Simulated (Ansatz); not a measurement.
Consider Pt in the fcc (Cu type) structure (space group Fm-3m, No. 225).

```xyz
1
Lattice="0.0000 1.9850 1.9850 1.9850 0.0000 1.9850 1.9850 1.9850 0.0000" Properties=species:S:1:pos:R:3 pbc="T T T"
Pt     0.0000     0.0000     0.0000
```

Calculations: Ansatz (an electronic-structure program) PBE, no SOC, earlier PAW set.

One thing is altered: every Pt is replaced by Ag, then cell and atoms are relaxed.

Measured lattice parameter a: Pt 3.913 Å (static lattice; corrected from measurement; as listed in Daniel Mejia-Rodriguez, S. B. Trickey, Phys. Rev. B (2018)); Ag 4.062 Å (static lattice; corrected from measurement; as listed in Daniel Mejia-Rodriguez, S. B. Trickey, Phys. Rev. B (2018)).

Q: How well does PBE reproduce the measured shift?

A: With PBE the lattice parameter a moves by +0.179 Å (3.970 → 4.149) against +0.149 Å measured.

Whether these cells are dynamically stable was not tested. The final runs are not spin-polarised.
